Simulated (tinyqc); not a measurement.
Inside a calculation. Method: RHF in the sto-3g basis, for NH3, spin multiplicity 1. One step of it, computed by the program tinyqc.

Problem. Iteration 14 (converged): orbitals. Diagonalise F' = X^T F X, C = X C', fill 5 alpha and 5 beta electrons from the bottom; D = 2 C_occ C_occ^T. Each column has its largest component positive (the first on a tie).

converged F (hartree), lower triangle:
```
             1N 1s      1N 2s     1N 2px     1N 2py     1N 2pz      2H 1s      3H 1s      4H 1s
1N 1s   -15.321523
1N 2s    -3.895637  -1.945925
1N 2px   -0.000002  -0.000087  -0.300607
1N 2py    0.000000   0.000000   0.000000  -0.300397
1N 2pz    0.029242   0.156917   0.000092   0.000000  -0.367913
2H 1s    -0.969342  -0.886947  -0.413312   0.000000   0.304722  -0.553770
3H 1s    -0.968150  -0.886244   0.206720  -0.357862   0.304470  -0.381427  -0.553153
4H 1s    -0.968150  -0.886244   0.206720   0.357862   0.304470  -0.381427  -0.381216  -0.553153
```

X, lower triangle:
```
            1N 1s      1N 2s     1N 2px     1N 2py    1N 2pz      2H 1s      3H 1s     4H 1s
1N 1s    1.025129
1N 2s   -0.154839   1.395055
1N 2px  -0.000003   0.000115   1.126253
1N 2py   0.000000   0.000000   0.000000   1.126093
1N 2pz   0.015004  -0.170105  -0.000067   0.000000  1.077486
2H 1s    0.022445  -0.312884  -0.284605   0.000000  0.142997   1.254024
3H 1s    0.022435  -0.312455   0.142261  -0.246258  0.142752  -0.066493   1.253604
4H 1s    0.022435  -0.312455   0.142261   0.246258  0.142752  -0.066493  -0.066476  1.253604
```

Give: F' = X^T F X; orbital energies; coefficients C; D after iteration 14.

Solution.

F' = X^T F X (hartree), lower triangle:
```
          1        2        3        4        5        6        7       8
1  -15.0277
2   -2.0599  -0.8055
3    0.0000   0.0000  -0.0048
4    0.0000   0.0000   0.0000  -0.0048
5    0.0552  -0.1310   0.0000   0.0000  -0.2061
6   -0.1525  -0.4564  -0.5039   0.0000   0.2501   0.0407
7   -0.1521  -0.4559   0.2520  -0.4362   0.2498  -0.0888   0.0405
8   -0.1521  -0.4559   0.2520   0.4362   0.2498  -0.0888  -0.0887  0.0405
```

orbital energies (hartree): MO1 -15.3293, MO2 -1.1202, MO3 -0.5584, MO4 -0.5583, MO5 -0.3879, MO6 0.6612, MO7 0.6827, MO8 0.6831

coefficients C:
```
            MO1      MO2      MO3      MO4      MO5      MO6      MO7      MO8
1N 1s    0.9934  -0.2161   0.0000   0.0000  -0.1146  -0.1726   0.0000  -0.0021
1N 2s    0.0316   0.7276  -0.0002   0.0000   0.5747   1.1964   0.0000   0.0148
1N 2px   0.0000   0.0001   0.6056   0.0000   0.0002  -0.0121   0.0000   1.0115
1N 2py   0.0000   0.0000   0.0000   0.6056   0.0000   0.0000   1.0112   0.0000
1N 2pz  -0.0065  -0.1739  -0.0002   0.0000   0.8120  -0.7495   0.0000  -0.0092
2H 1s   -0.0066   0.1555   0.5080   0.0000  -0.1589  -0.6870   0.0000  -1.0009
3H 1s   -0.0066   0.1553  -0.2541   0.4401  -0.1590  -0.7042  -0.8592   0.4878
4H 1s   -0.0066   0.1553  -0.2541  -0.4401  -0.1590  -0.7042   0.8592   0.4878
```

D after iteration 14, lower triangle:
```
          1N 1s   1N 2s   1N 2px   1N 2py   1N 2pz    2H 1s    3H 1s   4H 1s
1N 1s    2.0936
1N 2s   -0.3835  1.7215
1N 2px   0.0000  0.0001   0.7334
1N 2py   0.0000  0.0000   0.0000   0.7335
1N 2pz  -0.1238  0.6798   0.0000   0.0000   1.3791
2H 1s   -0.0438  0.0430   0.6153   0.0000  -0.3122   0.6151
3H 1s   -0.0438  0.0430  -0.3078   0.5330  -0.3120  -0.1593   0.6154
4H 1s   -0.0438  0.0430  -0.3078  -0.5330  -0.3120  -0.1593  -0.1592  0.6154
```
